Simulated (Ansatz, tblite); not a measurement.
# Al(NH2)3 (AlN₃H₆): a ladder of methods and basis sets

Aim: run the singlet of Al(NH2)3 (AlN₃H₆) at one geometry on many levels, and compare frontier levels, spin and run time.

Method: as each input shows; program: Ansatz 0.2.0, Gaussian basis.

The runs, in order: GFN1-xTB, GFN2-xTB, PBE-D4/def2-TZVP, r2SCAN-D4/def2-TZVP, revPBE-D4/def2-TZVP, HSE06-D4/def2-TZVP, HF/def2-TZVP, r2SCAN0-D4/def2-TZVP, BLYP-D4/def2-TZVP, BHLYP-D4/def2-TZVP, LC-ωPBE/def2-TZVP, PBE-D4/def2-SVP, PBE0-D4/def2-SVP, PBE0-D4/def2-TZVPD, PBE-D4/def2-TZVPD, r2SCAN-D4/def2-TZVPD, CCSD(T)/def2-TZVPP, MP2/def2-TZVP, RPA/def2-TZVP.

### 1 The geometry

The geometry is that of the singlet, from an earlier relaxation (r2SCAN-D4/def2-SVP).

10 atoms, charge 0, spin multiplicity 1.

Bond lengths: Al1–N2 1.779 Å, Al1–N5 1.779 Å, Al1–N8 1.779 Å, N2–H3 1.014 Å, N2–H4 1.014 Å, N5–H6 1.014 Å, N5–H7 1.014 Å, N8–H9 1.014 Å, N8–H10 1.014 Å. Angles: N2–Al1–N5 120.2°, N2–Al1–N8 119.9°, N5–Al1–N8 120.0°, Al1–N2–H3 125.3°, Al1–N2–H4 125.5°, H3–N2–H4 109.2°, Al1–N5–H6 125.3°, Al1–N5–H7 125.5°, H6–N5–H7 109.2°, Al1–N8–H9 125.4°, Al1–N8–H10 125.4°, H9–N8–H10 109.2°.

PBE0-D4/def2-TZVP was run before; its log isn't repeated, and its numbers join the tables.

### 2 GFN1-xTB

Tight binding, by tblite at 300 K electronic temperature and without a spin-polarisation term:

```python
tblite.interface.Calculator('GFN1-xTB', numbers, positions, charge=0, uhf=0).singlepoint()
```

Energy -385.6792 eV, HOMO -10.16 eV, LUMO -5.38 eV; 0.007 s.

### 3 GFN2-xTB

Tight binding, by tblite at 300 K electronic temperature and without a spin-polarisation term:

```python
tblite.interface.Calculator('GFN2-xTB', numbers, positions, charge=0, uhf=0).singlepoint()
```

Energy -352.0754 eV, HOMO -9.62 eV, LUMO -5.33 eV; 0.005 s.

### 4 PBE-D4/def2-TZVP

start.molden holds the orbitals of an earlier run on this state, given as this run's starting guess.

Contents of in.yaml:

```yaml
crystal:
  periodic: [false, false, false]
  atoms:
    - {symbol: Al, position_ang: [0.000427, 0.001818, -0.000575]}
    - {symbol: N, position_ang: [1.779055, -0.009178, -0.009314]}
    - {symbol: H, position_ang: [2.359265, -0.811281, -0.230640]}
    - {symbol: H, position_ang: [2.373895, 0.782982, 0.208571]}
    - {symbol: N, position_ang: [-0.883433, 1.545349, 0.003773]}
    - {symbol: H, position_ang: [-1.867050, 1.657227, 0.224784]}
    - {symbol: H, position_ang: [-0.484890, 2.452617, -0.212821]}
    - {symbol: N, position_ang: [-0.895383, -1.534756, 0.004268]}
    - {symbol: H, position_ang: [-0.500955, -2.443427, 0.222386]}
    - {symbol: H, position_ang: [-1.880921, -1.641351, -0.210433]}
basis:
  gaussian: {orbitals: def2-TZVP, initial_orbitals: start.molden}
hamiltonian: {xc: pbe, dispersion: d4}
scf: {omitted_lower_state_checks: [starts]}
output: {orbitals: {seedname: orbitals}}
```

Started as:

```bash
$ ansatz run in.yaml --threads 4 --pin off --events-out ev --progress --plain --max-ram 3916MiB
```

Further steps of the session: r2SCAN-D4/def2-TZVP; revPBE-D4/def2-TZVP; HSE06-D4/def2-TZVP; HF/def2-TZVP; r2SCAN0-D4/def2-TZVP; BLYP-D4/def2-TZVP; BHLYP-D4/def2-TZVP; LC-ωPBE/def2-TZVP; PBE-D4/def2-SVP; PBE0-D4/def2-SVP; PBE0-D4/def2-TZVPD; PBE-D4/def2-TZVPD; r2SCAN-D4/def2-TZVPD; CCSD(T)/def2-TZVPP; MP2/def2-TZVP; RPA/def2-TZVP.

**Question.** What will the summary of the whole plan be? Wanted: gap in def2-TZVP, named functionals and Hartree-Fock, smallest and largest; correlation energy, CCSD(T)/def2-TZVPP; correlation energy, MP2/def2-TZVP; binding an atom, CCSD(T)/def2-TZVPP; PBE0 total energy, smallest basis above largest.

The runs gave:

| quantity | value |
| --- | --- |
| gap in def2-TZVP, named functionals and Hartree-Fock, smallest and largest | 4.63 eV (BLYP-D4), 13.07 eV (HF) |
| correlation energy, CCSD(T)/def2-TZVPP | -21.29 eV |
| correlation energy, MP2/def2-TZVP | -19.30 eV |
| binding an atom, CCSD(T)/def2-TZVPP | 3.471 eV |
| PBE0 total energy, smallest basis above largest | 8.08 eV (def2-SVP, def2-TZVPD) |

**Reading.** Over the named functionals and Hartree-Fock in def2-TZVP the gap runs from 4.63 eV (BLYP-D4) to 13.07 eV (HF); exact exchange widens it. The functionals in def2-TZVP miss CCSD(T)/def2-TZVPP by -0.004 (BHLYP-D4) to +0.160 eV (PBE-D4) an atom. The reference is CCSD(T) in one finite basis, so it carries an error of its own, often a tenth of an eV or more, and near misses can't be ranked.
